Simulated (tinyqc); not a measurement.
Worked calculation (part 1 of 2): RKS/LDA (VWN5) in the sto-6g basis, for H2O, spin multiplicity 1. Computed by tinyqc, a small Python program that keeps every step (integrals from PySCF). Settings: charge = 0, multiplicity = 1, basis = sto-6g, energy threshold = 1e-10, iteration cap = 57, orthogonalisation = symmetric, start = random, DIIS depth = 0, method = RKS, functional = lda,vwn, grid = [10, 86]. Command: `OMP_NUM_THREADS=1 python tinyqc.py 31150 31151 out.jsonl` (the two numbers bound the seeds that draw the settings). One thread of a shared host (Intel(R) Xeon(R) Processor @ 2.60GHz), about 0.6 s of CPU time with the checks. Later iterations appear only in the table of the cycle.

## One-electron integrals

Geometry (angstrom):
```
atom         x          y         z
O     0.000000   0.000000  0.000000
H     0.000000   0.750000  0.629000
H     0.000000  -0.750000  0.629000
```

Basis sto-6g: exponents (1/bohr^2) and contraction coefficients of normalised primitives:
```
element  l (shell)     exponent  coefficient
O            s (1)  1355.584234     0.009164
O            s (1)   248.544885     0.049361
O            s (1)    69.533902     0.168538
O            s (1)    23.886772     0.370563
O            s (1)     9.275933     0.416492
O            s (1)     3.820341     0.130334
O            s (2)    52.187762    -0.013253
O            s (2)    10.329320    -0.046992
O            s (2)     3.210345    -0.033785
O            s (2)     1.235135     0.250242
O            s (2)     0.536420     0.595117
O            s (2)     0.245881     0.240706
O            p (3)    52.187762     0.003760
O            p (3)    10.329320     0.037679
O            p (3)     3.210345     0.173897
O            p (3)     1.235135     0.418036
O            p (3)     0.536420     0.425860
O            p (3)     0.245881     0.101708
H            s (1)    35.523221     0.009164
H            s (1)     6.513144     0.049361
H            s (1)     1.822143     0.168538
H            s (1)     0.625955     0.370563
H            s (1)     0.243077     0.416492
H            s (1)     0.100112     0.130334
```

Overlap, kinetic and nuclear-attraction integrals over the contracted functions; the nuclear repulsion is the sum of Za Zb / Rab.

nuclear repulsion = 9.00259153 hartree

overlap S:
```
           1O 1s     1O 2s    1O 2px     1O 2py    1O 2pz     2H 1s      3H 1s
1O 1s   1.000000  0.231145  0.000000   0.000000  0.000000  0.052746   0.052746
1O 2s   0.231145  1.000000  0.000000   0.000000  0.000000  0.462730   0.462730
1O 2px  0.000000  0.000000  1.000000   0.000000  0.000000  0.000000   0.000000
1O 2py  0.000000  0.000000  0.000000   1.000000  0.000000  0.295067  -0.295067
1O 2pz  0.000000  0.000000  0.000000   0.000000  1.000000  0.247463   0.247463
2H 1s   0.052746  0.462730  0.000000   0.295067  0.247463  1.000000   0.256845
3H 1s   0.052746  0.462730  0.000000  -0.295067  0.247463  0.256845   1.000000
```

kinetic energy T (hartree):
```
            1O 1s      1O 2s    1O 2px     1O 2py    1O 2pz      2H 1s      3H 1s
1O 1s   29.327197  -0.896024  0.000000   0.000000  0.000000  -0.003187  -0.003187
1O 2s   -0.896024   0.842618  0.000000   0.000000  0.000000   0.117727   0.117727
1O 2px   0.000000   0.000000  2.531309   0.000000  0.000000   0.000000   0.000000
1O 2py   0.000000   0.000000  0.000000   2.531309  0.000000   0.203523  -0.203523
1O 2pz   0.000000   0.000000  0.000000   0.000000  2.531309   0.170688   0.170688
2H 1s   -0.003187   0.117727  0.000000   0.203523  0.170688   0.768522   0.009091
3H 1s   -0.003187   0.117727  0.000000  -0.203523  0.170688   0.009091   0.768522
```

nuclear attraction V (hartree):
```
             1O 1s       1O 2s     1O 2px      1O 2py      1O 2pz      2H 1s      3H 1s
1O 1s   -62.339541   -6.401201   0.000000    0.000000   -0.020184  -1.673640  -1.673640
1O 2s    -6.401201  -10.068818   0.000000    0.000000   -0.226305  -3.722640  -3.722640
1O 2px    0.000000    0.000000  -9.988820    0.000000    0.000000   0.000000   0.000000
1O 2py    0.000000    0.000000   0.000000  -10.128996    0.000000  -2.115074   2.115074
1O 2pz   -0.020184   -0.226305   0.000000    0.000000  -10.087415  -1.849095  -1.849095
2H 1s    -1.673640   -3.722640   0.000000   -2.115074   -1.849095  -5.770868  -1.616256
3H 1s    -1.673640   -3.722640   0.000000    2.115074   -1.849095  -1.616256  -5.770868
```

core Hamiltonian H = T + V (hartree):
```
             1O 1s      1O 2s     1O 2px     1O 2py     1O 2pz      2H 1s      3H 1s
1O 1s   -33.012344  -7.297225   0.000000   0.000000  -0.020184  -1.676827  -1.676827
1O 2s    -7.297225  -9.226199   0.000000   0.000000  -0.226305  -3.604913  -3.604913
1O 2px    0.000000   0.000000  -7.457512   0.000000   0.000000   0.000000   0.000000
1O 2py    0.000000   0.000000   0.000000  -7.597688   0.000000  -1.911551   1.911551
1O 2pz   -0.020184  -0.226305   0.000000   0.000000  -7.556106  -1.678407  -1.678407
2H 1s    -1.676827  -3.604913   0.000000  -1.911551  -1.678407  -5.002346  -1.607165
3H 1s    -1.676827  -3.604913   0.000000   1.911551  -1.678407  -1.607165  -5.002346
```

## Two-electron integrals

Functions are numbered as in S; the eight-fold symmetry (ij|kl) = (ji|kl) = (kl|ij) leaves the list below.

Two-electron integrals (ij|kl) in chemists' order, unique and non-zero (hartree):
```
(11|11) 4.787491    (21|11) 0.675884    (21|21) 0.121505    (22|11) 1.117379
(22|21) 0.249212    (22|22) 0.817383    (31|31) 0.025762    (32|31) 0.039145
(32|32) 0.180664    (33|11) 1.117381    (33|21) 0.249212    (33|22) 0.817382
(33|33) 0.880663    (41|41) 0.025762    (42|41) 0.039145    (42|42) 0.180664
(43|43) 0.047461    (44|11) 1.117381    (44|21) 0.249212    (44|22) 0.817382
(44|33) 0.785741    (44|44) 0.880663    (51|51) 0.025762    (52|51) 0.039145
(52|52) 0.180664    (53|53) 0.047461    (54|54) 0.047461    (55|11) 1.117381
(55|21) 0.249212    (55|22) 0.817382    (55|33) 0.785741    (55|44) 0.785741
(55|55) 0.880663    (61|11) 0.164612    (61|21) 0.028355    (61|22) 0.056858
(61|33) 0.056735    (61|41) 0.001060    (61|42) 0.002068    (61|44) 0.056952
(61|51) 0.000889    (61|52) 0.001735    (61|54) 0.000182    (61|55) 0.056887
(61|61) 0.006745    (62|11) 0.388866    (62|21) 0.087888    (62|22) 0.317763
(62|33) 0.312569    (62|41) 0.005372    (62|42) 0.039139    (62|44) 0.321717
(62|51) 0.004506    (62|52) 0.032825    (62|54) 0.007672    (62|55) 0.319003
(62|61) 0.020604    (62|62) 0.151771    (63|31) 0.009909    (63|32) 0.055292
(63|43) 0.008130    (63|53) 0.006818    (63|63) 0.021831    (64|11) 0.210979
(64|21) 0.048374    (64|22) 0.186559    (64|33) 0.178082    (64|41) 0.012526
(64|42) 0.077169    (64|44) 0.199725    (64|51) 0.002195    (64|52) 0.018348
(64|54) 0.011334    (64|55) 0.181869    (64|61) 0.011877    (64|62) 0.108363
(64|64) 0.098434    (65|11) 0.176941    (65|21) 0.040569    (65|22) 0.156461
(65|33) 0.149351    (65|41) 0.002195    (65|42) 0.018348    (65|44) 0.153867
(65|51) 0.011750    (65|52) 0.070679    (65|54) 0.011917    (65|55) 0.166163
(65|61) 0.009961    (65|62) 0.090881    (65|64) 0.064244    (65|65) 0.075711
(66|11) 0.521814    (66|21) 0.120122    (66|22) 0.495439    (66|33) 0.475477
(66|41) 0.009809    (66|42) 0.096673    (66|44) 0.510633    (66|51) 0.008227
(66|52) 0.081077    (66|54) 0.029484    (66|55) 0.500204    (66|61) 0.028478
(66|62) 0.295411    (66|64) 0.241048    (66|65) 0.202159    (66|66) 0.774999
(71|11) 0.164612    (71|21) 0.028355    (71|22) 0.056858    (71|33) 0.056735
(71|41) -0.001060   (71|42) -0.002068   (71|44) 0.056952    (71|51) 0.000889
(71|52) 0.001735    (71|54) -0.000182   (71|55) 0.056887    (71|61) 0.006650
(71|62) 0.019954    (71|64) 0.010439    (71|65) 0.009643    (71|66) 0.027209
(71|71) 0.006745    (72|11) 0.388866    (72|21) 0.087888    (72|22) 0.317763
(72|33) 0.312569    (72|41) -0.005372   (72|42) -0.039139   (72|44) 0.321717
(72|51) 0.004506    (72|52) 0.032825    (72|54) -0.007672   (72|55) 0.319003
(72|61) 0.019954    (72|62) 0.124985    (72|64) 0.061158    (72|65) 0.072827
(72|66) 0.201776    (72|71) 0.020604    (72|72) 0.151771    (73|31) 0.009909
(73|32) 0.055292    (73|43) -0.008130   (73|53) 0.006818    (73|63) 0.017474
(73|73) 0.021831    (74|11) -0.210979   (74|21) -0.048374   (74|22) -0.186559
(74|33) -0.178082   (74|41) 0.012526    (74|42) 0.077169    (74|44) -0.199725
(74|51) -0.002195   (74|52) -0.018348   (74|54) 0.011334    (74|55) -0.181869
(74|61) -0.010439   (74|62) -0.061158   (74|64) -0.012849   (74|65) -0.034804
(74|66) -0.086510   (74|71) -0.011877   (74|72) -0.108363   (74|74) 0.098434
(75|11) 0.176941    (75|21) 0.040569    (75|22) 0.156461    (75|33) 0.149351
(75|41) -0.002195   (75|42) -0.018348   (75|44) 0.153867    (75|51) 0.011750
(75|52) 0.070679    (75|54) -0.011917   (75|55) 0.166163    (75|61) 0.009643
(75|62) 0.072827    (75|64) 0.034804    (75|65) 0.059254    (75|66) 0.129149
(75|71) 0.009961    (75|72) 0.090881    (75|74) -0.064244   (75|75) 0.075711
(76|11) 0.159730    (76|21) 0.036472    (76|22) 0.142817    (76|33) 0.139443
(76|44) 0.142029    (76|51) 0.002954    (76|52) 0.025423    (76|55) 0.146980
(76|61) 0.008471    (76|62) 0.068210    (76|64) 0.041870    (76|65) 0.045925
(76|66) 0.137557    (76|71) 0.008471    (76|72) 0.068210    (76|74) -0.041870
(76|75) 0.045925    (76|76) 0.037406    (77|11) 0.521814    (77|21) 0.120122
(77|22) 0.495439    (77|33) 0.475477    (77|41) -0.009809   (77|42) -0.096673
(77|44) 0.510633    (77|51) 0.008227    (77|52) 0.081077    (77|54) -0.029484
(77|55) 0.500204    (77|61) 0.027209    (77|62) 0.201776    (77|64) 0.086510
(77|65) 0.129149    (77|66) 0.345810    (77|71) 0.028478    (77|72) 0.295411
(77|74) -0.241048   (77|75) 0.202159    (77|76) 0.137557    (77|77) 0.774999
```

## Orthogonalisation

S = U s U^T; symmetric (Loewdin) form X = U s^(-1/2) U^T, so that X^T S X = 1.

eigenvalues of S: 0.355965  0.434975  0.884455  1.000000  1.095483  1.308180  1.920941

X:
```
            1O 1s      1O 2s    1O 2px     1O 2py     1O 2pz      2H 1s      3H 1s
1O 1s    1.022755  -0.137626  0.000000   0.000000  -0.009418   0.019484   0.019484
1O 2s   -0.137626   1.229908  0.000000   0.000000   0.109710  -0.282964  -0.282964
1O 2px   0.000000   0.000000  1.000000   0.000000   0.000000   0.000000   0.000000
1O 2py   0.000000   0.000000  0.000000   1.100867   0.000000  -0.216916   0.216916
1O 2pz  -0.009418   0.109710  0.000000   0.000000   1.057579  -0.148974  -0.148974
2H 1s    0.019484  -0.282964  0.000000  -0.216916  -0.148974   1.197890  -0.091794
3H 1s    0.019484  -0.282964  0.000000   0.216916  -0.148974  -0.091794   1.197890
```

## Starting guess

The start is random orthonormal orbitals; D = 2 C_occ C_occ^T.

D at the start:
```
            1O 1s      1O 2s     1O 2px     1O 2py     1O 2pz      2H 1s      3H 1s
1O 1s    1.479455  -0.165496  -0.356326  -0.724479  -0.169533   0.093537  -0.700374
1O 2s   -0.165496   1.442618   0.146724   1.045295  -0.599631  -0.846053  -0.273425
1O 2px  -0.356326   0.146724   1.797149  -0.359291  -0.143551  -0.005399  -0.439879
1O 2py  -0.724479   1.045295  -0.359291   1.643784   0.327397  -1.262193  -0.066722
1O 2pz  -0.169533  -0.599631  -0.143551   0.327397   1.228925  -0.333172  -0.449301
2H 1s    0.093537  -0.846053  -0.005399  -1.262193  -0.333172   3.045994  -0.551249
3H 1s   -0.700374  -0.273425  -0.439879  -0.066722  -0.449301  -0.551249   1.914555
```

## Iteration 1: exchange-correlation on the grid

Becke grid with 10 radial and 86 angular points per atom, points of zero weight dropped. rho = sum D_ij phi_i phi_j; V_xc,ij = sum w v_xc phi_i phi_j; v_xc is d(rho eps)/d rho.

The 12 grid points with the largest w rho, of 2580 (bohr, atomic units):
```
x                  y          z         w       rho     eps_xc       v_xc
-0.687448   0.687448  -0.687448  0.135976  0.336590  -0.576472  -0.755661
-0.826763   0.826763  -0.225117  0.131448  0.343677  -0.580218  -0.760609
0.826763    0.225117  -0.826763  0.135483  0.329324  -0.572575  -0.750513
0.826763   -0.225117  -0.826763  0.135483  0.328747  -0.572263  -0.750102
-0.225117   0.826763  -0.826763  0.135158  0.328838  -0.572313  -0.750167
0.225117    0.826763  -0.826763  0.135158  0.320495  -0.567760  -0.744155
0.687448    0.687448  -0.687448  0.135976  0.317189  -0.565935  -0.741744
0.445609    0.000000  -1.104167  0.134755  0.318832  -0.566844  -0.742944
1.104167    0.000000  -0.445609  0.134742  0.317278  -0.565984  -0.741808
0.000000    0.445609  -1.104167  0.134751  0.313506  -0.563885  -0.739037
-1.104167   0.445609   0.000000  0.133322  0.315248  -0.564857  -0.740320
-0.440084   1.015089  -0.440084  0.122726  0.336913  -0.576644  -0.755887
```

electrons on the grid, sum of w rho = 9.998696

E_xc = sum of w rho eps_xc = -7.35634927 hartree

V_xc (hartree):
```
            1O 1s      1O 2s     1O 2px     1O 2py     1O 2pz      2H 1s      3H 1s
1O 1s   -2.625433  -0.338035   0.008215   0.005064   0.018542  -0.084020  -0.083732
1O 2s   -0.338035  -0.746073   0.004265  -0.040405   0.060731  -0.295627  -0.276701
1O 2px   0.008215   0.004265  -0.755453   0.013405   0.010118   0.004443   0.001479
1O 2py   0.005064  -0.040405   0.013405  -0.756997  -0.016360  -0.196205   0.160804
1O 2pz   0.018542   0.060731   0.010118  -0.016360  -0.725565  -0.139033  -0.124258
2H 1s   -0.084020  -0.295627   0.004443  -0.196205  -0.139033  -0.566061  -0.126976
3H 1s   -0.083732  -0.276701   0.001479   0.160804  -0.124258  -0.126976  -0.511894
```

## Iteration 1: building the Kohn-Sham matrix

J_ij = sum D_kl (ij|kl); F = H + J + V_xc; E = tr D H + tr D J / 2 + E_xc + E_nn.

Coulomb J (hartree):
```
            1O 1s      1O 2s     1O 2px     1O 2py     1O 2pz      2H 1s      3H 1s
1O 1s   14.249732   2.628351  -0.015697   0.018353  -0.052931   0.613965   0.611060
1O 2s    2.628351   7.395677  -0.024121   0.187975  -0.085856   2.995684   2.882531
1O 2px  -0.015697  -0.024121   7.366380  -0.027040  -0.019698  -0.014245  -0.006347
1O 2py   0.018353   0.187975  -0.027040   7.443805   0.028584   1.868591  -1.664952
1O 2pz  -0.052931  -0.085856  -0.019698   0.028584   7.376839   1.499755   1.425785
2H 1s    0.613965   2.995684  -0.014245   1.868591   1.499755   5.243082   1.369613
3H 1s    0.611060   2.882531  -0.006347  -1.664952   1.425785   1.369613   4.842086
```

Kohn-Sham matrix F (hartree):
```
             1O 1s      1O 2s     1O 2px     1O 2py     1O 2pz      2H 1s      3H 1s
1O 1s   -21.388045  -5.006909  -0.007482   0.023418  -0.054573  -1.146882  -1.149500
1O 2s    -5.006909  -2.576596  -0.019856   0.147570  -0.251431  -0.904856  -0.999083
1O 2px   -0.007482  -0.019856  -0.846585  -0.013636  -0.009580  -0.009802  -0.004868
1O 2py    0.023418   0.147570  -0.013636  -0.910880   0.012224  -0.239165   0.407403
1O 2pz   -0.054573  -0.251431  -0.009580   0.012224  -0.904832  -0.317684  -0.376880
2H 1s    -1.146882  -0.904856  -0.009802  -0.239165  -0.317684  -0.325326  -0.364529
3H 1s    -1.149500  -0.999083  -0.004868   0.407403  -0.376880  -0.364529  -0.672154
```

total energy of this density = -60.96104817 hartree

## Iteration 1: diagonalisation and new density

Diagonalise F' = X^T F X, C = X C', fill 5 alpha and 5 beta electrons from the bottom; D = 2 C_occ C_occ^T. Each column has its largest component positive (the first on a tie).

F' = X^T F X (hartree):
```
            1          2          3          4          5          6          7
1  -21.093159  -2.387745  -0.005115   0.008378  -0.039608  -0.224341  -0.216113
2   -2.387745  -1.633503  -0.020291   0.140145  -0.167673  -0.368004  -0.341538
3   -0.005115  -0.020291  -0.846585  -0.013941  -0.010054  -0.001437  -0.000990
4    0.008378   0.140145  -0.013941  -0.807738  -0.000388  -0.213316   0.255388
5   -0.039608  -0.167673  -0.010054  -0.000388  -0.855518  -0.163119  -0.188861
6   -0.224341  -0.368004  -0.001437  -0.213316  -0.163119   0.139036  -0.093800
7   -0.216113  -0.341538  -0.000990   0.255388  -0.188861  -0.093800  -0.221016
```

orbital energies (hartree): MO1 -21.388517, MO2 -1.606297, MO3 -0.909630, MO4 -0.841788, MO5 -0.807398, MO6 -0.054566, MO7 0.289712

coefficients C:
```
              MO1        MO2        MO3        MO4        MO5        MO6        MO7
1O 1s    0.999021  -0.226758  -0.017133  -0.000351   0.095103   0.065182   0.052606
1O 2s    0.004905   0.976470   0.085576   0.002253  -0.443916  -0.582790  -0.454133
1O 2px   0.000368   0.023494   0.264565   0.959013   0.098531   0.002392   0.005750
1O 2py  -0.001435  -0.188788   0.846543  -0.196526  -0.296333   0.421967  -0.499242
1O 2pz   0.003483   0.342053   0.380601  -0.194986   0.817094  -0.395264  -0.226316
2H 1s   -0.001119  -0.051035   0.039496  -0.015021  -0.023954   0.128440   1.253634
3H 1s   -0.002036  -0.009331  -0.096178   0.010667   0.141572   1.224953  -0.251103
```

D after iteration 1:
```
            1O 1s      1O 2s     1O 2px     1O 2py     1O 2pz      2H 1s      3H 1s
1O 1s    2.117600  -0.520413  -0.000917  -0.002483  -0.005656   0.015010   0.030380
1O 2s   -0.520413   2.315816   0.008011   0.038392   0.006862  -0.071720  -0.160348
1O 2px  -0.000917   0.008011   1.999922   0.003722   0.004494  -0.015031  -0.002973
1O 2py  -0.002483   0.038392   0.003722   1.757427   0.107604   0.106243  -0.247407
1O 2pz  -0.005656   0.006862   0.004494   0.107604   1.935065  -0.038145   0.147587
2H 1s    0.015010  -0.071720  -0.015031   0.106243  -0.038145   0.009930  -0.013743
3H 1s    0.030380  -0.160348  -0.002973  -0.247407   0.147587  -0.013743   0.058996
```

## Iteration 2: exchange-correlation on the grid

As before.

The 12 grid points with the largest w rho, of 2580 (bohr, atomic units):
```
x                  y          z         w       rho     eps_xc       v_xc
-0.826763  -0.225117  -0.826763  0.135483  0.332016  -0.574026  -0.752429
0.826763   -0.225117  -0.826763  0.135483  0.331799  -0.573909  -0.752275
1.104167    0.000000  -0.445609  0.134742  0.333461  -0.574801  -0.753453
-1.104167   0.000000  -0.445609  0.134742  0.333019  -0.574564  -0.753140
-0.687448  -0.687448  -0.687448  0.135976  0.329687  -0.572771  -0.750773
0.687448   -0.687448  -0.687448  0.135976  0.329261  -0.572541  -0.750469
1.104167    0.000000   0.445609  0.133496  0.334855  -0.575547  -0.754438
0.000000   -0.445609  -1.104167  0.134751  0.330589  -0.573258  -0.751415
-1.104167   0.000000   0.445609  0.133496  0.333625  -0.574889  -0.753569
1.104167    0.445609   0.000000  0.133322  0.333043  -0.574577  -0.753157
0.826763    0.225117  -0.826763  0.135483  0.327106  -0.571374  -0.748927
-0.826763   0.225117  -0.826763  0.135483  0.326954  -0.571291  -0.748818
```

electrons on the grid, sum of w rho = 10.003648

E_xc = sum of w rho eps_xc = -9.54302190 hartree

V_xc (hartree):
```
            1O 1s      1O 2s     1O 2px     1O 2py     1O 2pz      2H 1s      3H 1s
1O 1s   -2.949700  -0.380327  -0.000035  -0.000056  -0.000276  -0.095381  -0.095350
1O 2s   -0.380327  -0.834001  -0.000155   0.001644  -0.003168  -0.294733  -0.299034
1O 2px  -0.000035  -0.000155  -0.834941  -0.000064  -0.000073  -0.000002  -0.000022
1O 2py  -0.000056   0.001644  -0.000064  -0.831750  -0.001332  -0.162147   0.168300
1O 2pz  -0.000276  -0.003168  -0.000073  -0.001332  -0.835112  -0.137884  -0.141835
2H 1s   -0.095381  -0.294733  -0.000002  -0.162147  -0.137884  -0.351943  -0.115523
3H 1s   -0.095350  -0.299034  -0.000022   0.168300  -0.141835  -0.115523  -0.385459
```
